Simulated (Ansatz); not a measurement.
A made-up structure of MgSi2H5 (charge +1), singlet:

```
atom    x (Å)    y (Å)    z (Å)
 Mg1   0.2131   0.6242  -0.3617
 Si2  -1.9750   1.3264  -1.8111
 Si3   0.8201  -1.0948   1.1358
  H4  -3.1358   1.6639  -2.5561
  H5   1.5972   1.6393  -0.4719
  H6   1.1324  -0.3490   2.3816
  H7   2.0303  -1.6873   0.5135
  H8  -0.2977  -2.0492   1.2860
```

It is relaxed with PBE-D4/def2-SVP and then PBE0-D4/def2-TZVP (Ansatz 0.2.0). Atoms count as bonded within 1.22 times the sum of their covalent radii (H–H: 0.88 Å). The end point is not checked to be a true minimum.

(1) Does its bonding change? (Judge from chemistry; the calculation decides.)

## Answers

(1) Computed: Yes. Formed: Mg1–H4, Mg1–H6, Si2–Si3, Si2–H5; broken: none.

Where it ends: The first stage lowers the energy by 4.18 eV in 27 steps. It ends as MgSi₂H₅ ([H]1[SiH2]2[Si]34[H][Mg]123[H]4), total charge +1:
```xyz
8
angstrom
Mg 0.3213 1.6165 0.4790
Si -0.5884 0.3816 -1.5026
Si 0.1675 -0.9994 0.3984
H -1.3443 1.4038 -0.5390
H 0.7065 1.3100 -1.4216
H 0.7120 -0.1026 1.5658
H 1.3510 -1.8212 0.0742
H -0.9410 -1.7151 1.0620
```

Labels in which every atom is bracketed show which atoms are joined, not bond orders.

For scale, one of the runs: PBE0-D4/def2-TZVP relaxation, 136 basis functions, launched by `ansatz run in.yaml --threads 2 --pin off --events-out ev --progress --plain --max-ram 4352MiB`. Hardware: 2 CPU threads of an Arm Neoverse V2, shared host. Wall time about 32 s.
